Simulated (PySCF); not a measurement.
**Electric properties by functional and basis**

CuH (singlet state).
Structure used (PBE0-D3(BJ)/def2-SVP), in Å, numbered top down from 1:
```xyz
2
CuH angstrom
Cu     0.7618   -0.0816    0.0065
H     -0.7120   -0.0061   -0.0287
```

PySCF, dipoles from the SCF density, polarisabilities from static response with core orbitals frozen. Isolated species at its PBE0-D3(BJ)/def2-SVP geometry, gas phase.

The anisotropy is √(½[(α1 − α2)² + (α2 − α3)² + (α3 − α1)²]).

```
              level  μ (D)  α (Å³)  anisotropy (Å³)
      LDA/def2-SVPD  2.457    5.09             0.93
      PBE/def2-SVPD  2.624    5.23             0.80
    B3LYP/def2-SVPD  2.897    4.89             0.90
     PBE0/def2-SVPD  3.112    4.85             0.71
BHandHLYP/def2-SVPD  3.430    4.50             0.72
CAM-B3LYP/def2-SVPD  3.140    4.76             0.77
  wB97X-D/def2-SVPD  3.247    4.82             0.58
  LC-wPBE/def2-SVPD  3.562    4.68             0.29
       HF/def2-SVPD  4.295    4.07             0.17
      PBE0/def2-SVP  2.773    3.36             1.90
     PBE0/def2-TZVP  2.728    3.56             1.90
    PBE0/def2-TZVPD  2.834    4.75             0.82
   PBE0/aug-cc-pVDZ  2.791    4.89             0.67
   PBE0/aug-cc-pVTZ  2.819    4.91             0.67
```

The dipole runs from 2.46 D (LDA/def2-SVPD) to 4.29 D (HF/def2-SVPD). No reference polarisability is at hand; against PBE0 in the largest diffuse basis at hand (aug-cc-pVTZ) the other PBE0 rows deviate by def2-SVP -32%, def2-SVPD -1%, def2-TZVP -27%, def2-TZVPD -3%, aug-cc-pVDZ 0%. In one basis (def2-SVPD) the functionals order the polarisability from HF (lowest) to PBE (highest), a spread of 28%. With PBE0 the polarisability is 3.46 Å³ without diffuse functions (mean of def2-SVP and def2-TZVP) and 4.85 Å³ with them (mean of def2-SVPD, def2-TZVPD, aug-cc-pVDZ and aug-cc-pVTZ).
